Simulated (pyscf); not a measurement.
Elementary routes open to HO–AsH–AsH₂ + hydrogen (H₂) in the gas phase (singlet surface):
A. H₂As–AsH₂ + water (H₂O) (As–O, H–H broken; As–H, H–O formed)
B. HO–AsH₂ + AsH₃ (As–As, H–H broken; As–H, As–H formed)

PySCF, gas phase, ωB97X-D3(BJ)/def2-SVP geometries.

Problem. Rank the routes by free-energy barrier at 600 K, lowest first, for ωB97M-D3(BJ)/def2-TZVP energies (ideal gas, 1 atm, RRHO with modes under 100 cm⁻¹ raised to 100, one conformer, R ln 2 for rigid chiral ones).

Solution. A (2.92 eV), B (3.49 eV)

Route A is the fastest of these, ahead of the next by 0.56 eV. The most stable products are those of A (ΔG = -0.49 eV), so kinetics and thermodynamics agree. At 1200 K A is still the fastest. Only these routes are compared; each barrier is that of the saddle found, and lower ones may exist. Elements up to Kr have no core potential and no relativistic terms here.
